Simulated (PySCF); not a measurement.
Bond stretch in BeH, doublet.

- UHF/cc-pVTZ (PySCF)
- UKS-CAM-B3LYP = unrestricted CAM-B3LYP/cc-pVTZ in PySCF 2.14.0
- UKS-B3LYP/6-31G* = unrestricted B3LYP/6-31G*, spherical d (PySCF)
- UCCSD(T) = PySCF 2.14.0 with CCSD(T) on UHF/cc-pVTZ

Energies relative to the lowest point of each curve near equilibrium, in kJ/mol:

```tsv
R / Å	UHF	UKS-CAM-B3LYP	UKS-B3LYP/6-31G*
1.09	67.4	63.9	69.5
1.22	13.0	12.1	14.1
1.29	2.1	1.9	2.6
1.38	0.8	0.9	0.5
1.51	15.8	15.4	14.0
1.57	27.1	26.2	24.5
1.85	95.4	91.5	88.2
2.05	140.9	138.9	134.6
2.23	168.9	174.0	169.4
2.45	188.8	203.9	199.9
3.30	207.4	238.1	238.5
4.72	208.4	240.9	242.3
```

Problem. Predict the corresponding UCCSD(T) column.

Solution. 1.09: 62.4; 1.22: 11.5; 1.29: 1.7; 1.38: 1.0; 1.51: 15.6; 1.57: 26.2; 1.85: 88.4; 2.05: 132.3; 2.23: 164.0; 2.45: 189.1; 3.30: 207.8; 4.72: 207.9 (kJ/mol).

The scan ran from 1.09 to 5.41 Å; beyond the distances shown one of the unrestricted levels run for this scan, shown here or not, changes its spin distribution in one step. The unrestricted determinant behind UHF, UCCSD(T) is spin-contaminated at 2.05 to 4.72 Å (<S²> up to 1.0, against 0.75 for a pure doublet).
